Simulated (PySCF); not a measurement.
## Static response to an electric field

C₄H₆O₂.
Cartesian coordinates in Å at the GFN2-xTB level; atoms count from 1:
```
atom  x, y, z in Å
C1     1.645    0.358    0.121
C2     0.381   -0.045    0.002
C3     0.013   -1.423    0.363
O4    -1.106   -1.873    0.328
C5    -0.736    0.841   -0.506
O6    -1.869    0.834    0.318
H7     1.947    1.362   -0.124
H8     2.418   -0.309    0.468
H9     0.869   -2.046    0.685
H10   -0.400    1.879   -0.561
H11   -0.996    0.505   -1.524
H12   -2.164   -0.085    0.403
```

Level: B3LYP/def2-SVPD (PySCF), static field, nuclei fixed, core orbitals frozen in the response. The polarisability tensor in these axes (au):

```
x   73.25  7.48  1.52
y    7.48 59.13 -4.32
z    1.52 -4.32 42.89
```

**Question.** What are the eigenvalues, a third of the trace, and Δα (Δα² = ½Σ(αi − αj)² over the three pairs)?

**Answer.** Principal values 41.44, 57.35 and 76.48 au; mean 58.42 au = 8.66 Å³ = 9.63 × 10⁻⁴⁰ C²·m²/J; Δα = 30.38 au (52 % of the mean).

**Question.** What is the dipole moment, and where does it point?

**Answer.** (3.53, 0.34, -0.77) D, 3.63 D in size, pointing from the negative to the positive side. Measured along this direction, the outermost atoms are H12 at the negative end and H8 at the positive end.

**Question.** Molar refractivity from α?

**Answer.** Lorentz–Lorenz: R = (4π/3)N_A α = 2.5225 cm³/(mol·Å³) × 8.66 Å³ = 21.8 cm³/mol, in the limit of long wavelengths.

**Question.** What depolarisation ratio follows for Rayleigh scattering of linearly polarised light, taking the static tensor?

**Answer.** ρ = 3Δα²/(45ᾱ² + 4Δα²) = 2769.6/(153603 + 3692.8) = 0.0176.

**Question.** Traceless (Buckingham) quadrupole moment about the centre of nuclear charge: eigenvalues?

**Answer.** -5.09, 1.23, 3.87 D·Å. The values depend on the origin, since the dipole doesn't vanish. The electronic extent ⟨r²⟩ about the same centre is 569 bohr², a root-mean-square distance of 1.86 Å for the 46 electrons.

Isolated species at its GFN2-xTB geometry (one conformer only).

These values come from a run that also computed excited states. Hardware: Arm Neoverse N1, one thread, shared host with 64 logical CPUs at a one-minute load of 59. Cost: 40 s of wall time (with the writing of density and orbital grids), 0.66 GiB resident at most.
